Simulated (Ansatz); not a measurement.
Reaction (formal exchange of groups at a C–S bond): `CC#CS` + `C=CF` → `C=C(F)C#CC` + H₂S

Computed with Ansatz on PBE0-D4/def2-TZVP structures; ΔE is electronic, products minus reactants. CBS: MP2 limit from def2 TZ/QZ plus the TZ coupled-cluster correction, frozen cores. This one scheme is used for every species. DFT in def2-TZVPP. B3LYP here is the variant with VWN-RPA as its local correlation; programs differ in this. One conformer a species, not always the lowest.

(1) Is it downhill or uphill in electronic energy at CCSD(T)/CBS, and by how much? (Estimate.)

(2) What do these levels give: PBE0-D4, B3LYP, HF/def2-TZVPP, MP2/def2-TZVPP, CCSD(T)/def2-TZVPP, MP2/CBS(def2)? (Estimate.)

Largest T1 diagnostic among the species: 0.012.

## Answers

(1) The calculation gave: Downhill: ΔE = -7.9 kcal/mol.

(2) Ansatz gave: PBE0-D4 -7.9, B3LYP -7.9, HF/def2-TZVPP -7.4, MP2/def2-TZVPP -8.4, CCSD(T)/def2-TZVPP -8.4, MP2/CBS(def2) -7.9 kcal/mol.

In def2-TZVPP, CCSD(T) changes the Hartree–Fock value by −1.0 kcal/mol (the triples alone add −0.1 kcal/mol) and MP2 by −1.0 kcal/mol.
